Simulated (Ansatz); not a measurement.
Cartesian coordinates (Å):
SMILES: CN(C)C
```xyz
13

C     -0.4345    -1.0636     0.7670
N     -0.1164    -0.2295    -0.3608
C     -0.8926     0.9811    -0.3859
C      1.2952     0.0196    -0.4800
H     -1.5102    -1.2998     0.7744
H      0.1170    -2.0149     0.7044
H     -0.1860    -0.5943     1.7482
H     -1.9681     0.7439    -0.3777
H     -0.6897     1.6546     0.4802
H     -0.6818     1.5495    -1.3054
H      1.7162     0.5972     0.3768
H      1.8458    -0.9322    -0.5418
H      1.5050     0.5885    -1.3995
```
Charge 0, spin multiplicity 1.

These are frozen-core CCSD(T)/cc-pVTZ // PBE0-D3(BJ)/def2-SVP in Ansatz (an electronic-structure program) values and carry that method's errors.

```json
{
 "HF energy": "-173.33188 Ha",
 "MP2 correlation energy": "-0.75317 Ha"
}
```

Estimate the CCSD correlation energy, the (T) correction, the total energy and the T1 diagnostic.


* **CCSD correlation energy**: -0.79739 Ha
* **(T) correction**: -0.03047 Ha
* **CCSD(T) total energy**: -174.15974 Ha
* **T1 diagnostic**: 0.009
